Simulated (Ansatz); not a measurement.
Geometry optimisation, RKS PBE-D4/6-31G* in Ansatz.

Input:

```yaml
crystal:
  periodic: [false, false, false]
  atoms:
    - { symbol: Cl, position_ang: [-1.51562, 0.32144, -0.4793] }
    - { symbol: C, position_ang: [0.30078, 0.03573, -0.44515] }
    - { symbol: Cl, position_ang: [0.56819, -1.29123, 0.79954] }
    - { symbol: H, position_ang: [0.64665, 0.93406, 0.12491] }
total_charge: -1
basis:
  gaussian: { orbitals: "6-31G*" }
hamiltonian:
  xc: pbe
  dispersion: d4
relax:
  f_tol: 0.02
  max_steps: 40
scf:
  lower_state_search: "off"
```

Run as:

```bash
$ ansatz run input.yaml --threads 1 --pin off --max-ram 2048MiB --backend cpu --events-out ev --progress --plain --runs-dir out
```

**Question.** Where does it end, and by what steps?

**Answer.** The run converged. Limits of this set-up: an anion without diffuse functions, the dipole of an ion depends on the origin. After 5 steps the energy has fallen by 0.213 eV; Cl3 moved furthest, 0.11 Å.

```json
{"step": "0", "energy less start (eV)": "0.0000", "largest force component (eV/Å)": "1.380", "accepted": "yes"}
{"step": "1", "energy less start (eV)": "-0.1113", "largest force component (eV/Å)": "1.061", "accepted": "yes"}
{"step": "2", "energy less start (eV)": "-0.2055", "largest force component (eV/Å)": "0.203", "accepted": "yes"}
{"step": "3", "energy less start (eV)": "-0.2086", "largest force component (eV/Å)": "0.204", "accepted": "yes"}
{"step": "4", "energy less start (eV)": "-0.2134", "largest force component (eV/Å)": "0.027", "accepted": "yes"}
{"step": "5", "energy less start (eV)": "-0.2134", "largest force component (eV/Å)": "0.002", "accepted": "yes"}
```

```xyz
4
Properties=species:S:1:pos:R:3
Cl -1.596 0.391 -0.499
C 0.351 0.038 -0.524
Cl 0.636 -1.336 0.871
H 0.609 0.907 0.152
```

Time of the run: 10 s on 1 thread of AMD EPYC (Zen 3) (shared host), peak memory 0.11 GiB.
